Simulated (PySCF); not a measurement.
# C₃H₅ClO+ (doublet): electronic structure in real space

For C₃H₅ClO+ (doublet), the scripts below analyse its density (charges, bond critical points, surface potential) and see where an electron leaves and enters.

The runs use PySCF 2.14.0; levels as typed in each script, gas phase, geometry from GFN2-xTB.

**1. Where the work starts**

SMILES `[O+]=CCCCl`, 10 atoms, charge 1, spin multiplicity 2.

Bond lengths: O1–C2 1.177 Å, C2–C3 1.508 Å, C2–H6 1.117 Å, C3–C4 1.535 Å, C3–H7 1.094 Å, C3–H8 1.095 Å, C4–Cl5 1.770 Å, C4–H9 1.093 Å, C4–H10 1.093 Å. Angles: O1–C2–C3 127.9°, O1–C2–H6 122.2°, C3–C2–H6 109.9°, C2–C3–C4 110.2°, C2–C3–H7 108.1°, C2–C3–H8 108.0°, C4–C3–H7 111.6°, C4–C3–H8 111.6°, H7–C3–H8 107.2°, C3–C4–Cl5 106.1°, C3–C4–H9 111.1°, C3–C4–H10 111.1°, Cl5–C4–H9 109.3°, Cl5–C4–H10 109.3°, H9–C4–H10 109.9°.

As a file:

```xyz
10
C3H5ClO
O     2.4463    0.6648    0.0006
C     1.9538   -0.4043   -0.0003
C     0.4850   -0.7470    0.0001
C    -0.3591    0.5356   -0.0009
Cl   -2.0493    0.0104    0.0002
H     2.5627   -1.3405   -0.0019
H     0.2799   -1.3648   -0.8798
H     0.2807   -1.3627    0.8828
H    -0.1679    1.1325   -0.8959
H    -0.1671    1.1347    0.8933
```

**2. Density, bond paths and surface potential (PBE/def2-tzvp)**

Contents of input.py:

```python
import numpy as np
from pyscf import gto, scf, dft
from pyscf.scf import atom_ks, atom_hf
from scipy.linalg import block_diag

def solve(mol, dm0=None, hcore=None):
    mf = (dft.UKS if mol.spin else dft.RKS)(mol, xc='pbe')
    mf.grids.level = 3
    mf = mf.density_fit(auxbasis='def2-universal-jkfit')
    mf.conv_tol, mf.max_cycle = 1e-8, 80
    if hcore is not None:
        mf.get_hcore = lambda *args: hcore
    mf.kernel(dm0)
    if not mf.converged:
        mf = mf.newton().run(mf.mo_coeff, mf.mo_occ, max_cycle=30)
    assert mf.converged, 'SCF not converged'
    return mf

mol = gto.M(atom='''
O      2.44634     0.66479     0.00060
C      1.95379    -0.40434    -0.00035
C      0.48503    -0.74704     0.00008
C     -0.35906     0.53557    -0.00093
Cl    -2.04927     0.01043     0.00023
H      2.56269    -1.34051    -0.00190
H      0.27987    -1.36480    -0.87980
H      0.28069    -1.36266     0.88284
H     -0.16790     1.13255    -0.89587
H     -0.16707     1.13471     0.89327
''', basis='def2-tzvp', charge=1, spin=1, verbose=4)
mf = solve(mol)
mf.analyze()
# spherically averaged free atoms, for the promolecule
atm = atom_ks.get_atm_nrks(mol, xc='pbe')
pro = block_diag(*[(atm[a[0]][2] * atm[a[0]][3]) @ atm[a[0]][2].T for a in mol._atom])
np.savez('result.npz', e=mf.e_tot, c=mf.mo_coeff, occ=mf.mo_occ, eps=mf.mo_energy, pro=pro, dip=mf.dip_moment(verbose=0), s2=mf.spin_square()[0])
```

Started as:

```sh
$ OMP_NUM_THREADS=1 python input.py
```

**4. Removing and adding an electron (CAM-B3LYP/def2-svp)**

input.py: that of step 2 with these lines changed.

```diff
@@ -6,3 +6,3 @@
 def solve(mol, dm0=None, hcore=None):
-    mf = (dft.UKS if mol.spin else dft.RKS)(mol, xc='pbe')
+    mf = (dft.UKS if mol.spin else dft.RKS)(mol, xc='camb3lyp')
     mf.grids.level = 3
@@ -29,8 +29,17 @@
 H     -0.16707     1.13471     0.89327
-''', basis='def2-tzvp', charge=1, spin=1, verbose=4)
+''', basis='def2-svp', charge=1, spin=1, verbose=4)
 mf = solve(mol)
-mf.analyze()
+out = dict(e0=mf.e_tot, dm0=mf.make_rdm1(), c=mf.mo_coeff, occ=mf.mo_occ, eps=mf.mo_energy)
+for name, dq, spin in [('cation', 1, 0), ('anion', -1, 0)]:
+    ion = mol.copy().set(charge=mol.charge + dq, spin=spin).build()
+    mi = solve(ion)
+    if spin and dq > 0 and mol.nao < 130:
+        c, _, stable, _ = mi.stability(return_status=True)
+        if not stable:
+            mi = solve(ion, mi.make_rdm1(c, mi.mo_occ))
+    print(name, 'vertical energy change / eV', (mi.e_tot - mf.e_tot) * 27.211386)
+    out.update({'e_' + name: mi.e_tot, 'dm_' + name: mi.make_rdm1(), 's2_' + name: mi.spin_square()[0], 'eps_' + name: mi.mo_energy, 'occ_' + name: mi.mo_occ})
 # spherically averaged free atoms, for the promolecule
-atm = atom_ks.get_atm_nrks(mol, xc='pbe')
+atm = atom_ks.get_atm_nrks(mol, xc='camb3lyp')
 pro = block_diag(*[(atm[a[0]][2] * atm[a[0]][3]) @ atm[a[0]][2].T for a in mol._atom])
-np.savez('result.npz', e=mf.e_tot, c=mf.mo_coeff, occ=mf.mo_occ, eps=mf.mo_energy, pro=pro, dip=mf.dip_moment(verbose=0), s2=mf.spin_square()[0])
+np.savez('result.npz', pro=pro, **out)
```

(Steps that only read results are left out.)

What does the calculation give? Wanted: dipole moment; HOMO, LUMO; vertical ionisation energy; vertical electron affinity.

**Answer**, as computed:

| quantity | value |
| --- | --- |
| dipole moment (PBE/def2-tzvp) | 3.29 D |
| HOMO, LUMO (PBE/def2-tzvp) | -12.83, -12.39 eV |
| vertical ionisation energy (CAM-B3LYP/def2-svp) | 17.51 eV |
| vertical electron affinity (CAM-B3LYP/def2-svp) | 10.01 eV |

**Reading.** At PBE/def2-tzvp: The highest Hirshfeld charge is on C2 (+0.24 e), the lowest on C3 (−0.01 e). The ionisation energy from two SCF runs, 17.51 eV, lies 2.7 eV above −ε(HOMO) = 14.77 eV of the same level, CAM-B3LYP/def2-svp, since self-interaction lifts this functional's HOMO. The geometry was not optimised at these levels.
